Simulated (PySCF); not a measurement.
One ligand Y is varied and pulled off as a radical: Zn(F)1–Y. Gas-phase values, no solvent. One relaxed conformer stands for each flexible species; it need not be the lowest. Multiplicities are imposed; where one is given, others were not computed. Strings in code marks are SMILES.

Method: PBE-D3(BJ)/def2-TZVP // PBE-D3(BJ)/def2-SVP (PySCF). All candidates: neutral, multiplicity 2. 

| Item | Value |
|---|---|
| highest occupied spin orbital | -5.55 eV |
| dipole moment | 1.70 D |

Question: Which member has these values?
(A) `[SH]`
(B) `C[N]C`
(C) `[OH]`
(D) `C[O]`

Answer: B, `C[N]C`. The others give `C[O]`: -5.97 eV, 2.10 D; `[SH]`: -6.12 eV, 0.87 D; `[OH]`: -7.14 eV, 1.73 D
